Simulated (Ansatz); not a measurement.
A made-up structure of LiSi2H3, closed shell:

Li1  (-1.548, 0.211, -1.604)
Si2  (-0.260, -1.646, -0.255)
Si3  (0.350, 0.637, 0.357)
H4  (0.715, -2.558, 0.762)
H5  (-0.554, 1.750, -0.588)
H6  (1.297, 1.606, 1.328)
(Å)

It is relaxed with PBE-D4/def2-SVP and then PBE0-D4/def2-TZVP (Ansatz 0.2.0). Atoms count as bonded within 1.22 times the sum of their covalent radii (H–H: 0.88 Å). The end point is not checked to be a true minimum.

**Question.** Does its bonding change? (Judge from chemistry; the calculation decides.)

**Answer.** Computed: Yes. Formed: Li1–H5; broken: none.

Where it ends: The first stage lowers the energy by 0.88 eV in 5 steps. It ends as LiSi₂H₃ ([H]1[Li]2[SiH][SiH]12):
Li1  (-1.382, 0.189, -1.432)
Si2  (-0.232, -1.469, -0.227)
Si3  (0.313, 0.569, 0.319)
H4  (0.637, -2.286, 0.679)
H5  (-0.494, 1.561, -0.525)
H6  (1.157, 1.436, 1.185)
(Å)

Labels in which every atom is bracketed show which atoms are joined, not bond orders.

For scale, one of the runs: PBE0-D4/def2-TZVP relaxation, 106 basis functions, launched by `ansatz run in.yaml --threads 2 --pin off --events-out ev --progress --plain --max-ram 4352MiB`. The run took about 21 s on 2 CPU threads of an Intel Xeon Platinum 8259CL (shared host).
